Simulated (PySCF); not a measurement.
Compound: SF4.
Bonds: F1–S2, S2–F3, S2–F4, S2–F5.

Level of theory: PySCF, PBE0-D3(BJ)/def2-SVP geometry optimisation, gas phase.

List the bond lengths and angles at this level.

```json
{"bond": "F1–S2, S2–F3", "length (Å)": "1.581", "order": "single"}
{"bond": "S2–F4, S2–F5", "length (Å)": "1.658", "order": "single"}
```

Bonds in one row agree within 0.01 Å and their mean is given. Orders are formal, as drawn. A selection of angles:
```json
{"angle": "F1–S2–F3", "degrees": "101.3"}
{"angle": "F1–S2–F4", "degrees": "87.5"}
{"angle": "F4–S2–F5", "degrees": "172.1"}
```

The F–S distances run from 1.581 Å (S2–F3, drawn single) to 1.658 Å (S2–F5, drawn single), a spread of 0.077 Å. S2 (sulfur bonded to 4 F) is seesaw-shaped (angles from 87.5° to 172.1°).

Point group: C2v (tolerance 0.08 Å). PBE0-D3(BJ)/def2-SVP frequencies: not computed here.

On one thread of an Arm Neoverse V1, on a shared host, this took 12 s and 0.32 GiB of memory at its peak. This is the geometry optimisation.
